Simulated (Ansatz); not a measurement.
A calculation on chalcopyrite CuGaSe2 returned lattice constant a 5.701 Å, lattice parameter c 11.326 Å, equilibrium volume per atom 23.01 Å³/atom, bulk modulus 59.6 GPa, cohesive energy 3.54 eV/atom, formation enthalpy -0.448 eV/atom.

For reference: lattice constant a 5.619 Å (measured, 293 K, not corrected to a static lattice, our sources range from 5.596 to 5.619; as tabulated in Souilah et al., J. Solid State Chem. 183, 2274 (2010), by the Crystallography …); lattice parameter c 11.026 Å (measured, 293 K, not corrected to a static lattice; as tabulated in Souilah et al., J. Solid State Chem. 183, 2274 (2010), by the Crystallography …).

**Question.** Which level of theory produced these numbers?
(A) PBE (Ansatz, a program for electronic structure)
(B) PBE-D3(BJ) (Ansatz)
(C) r²SCAN-D4 (Ansatz)
(D) rVV10 (Ansatz)

**Answer.** D, rVV10 (Ansatz)

The others give: PBE 5.672 Å, 11.259 Å, 22.64 Å³/atom, 60.0 GPa, 3.33 eV/atom, -0.478 eV/atom; PBE-D3(BJ) 5.595 Å, 11.105 Å, 21.73 Å³/atom, 68.2 GPa, 3.66 eV/atom, -0.429 eV/atom; r²SCAN-D4 5.583 Å, 11.051 Å, 21.53 Å³/atom, 72.5 GPa, 3.66 eV/atom, -0.565 eV/atom.

Unless a cell is named, each level is at its own relaxed cell (PBE 22.64, PBE-D3(BJ) 21.73, r²SCAN-D4 21.53, rVV10 23.01 Å³/atom).

Ansatz's density-functional and Hartree–Fock values are scalar-relativistic unless marked +SOC, with PAW data made under PBE.
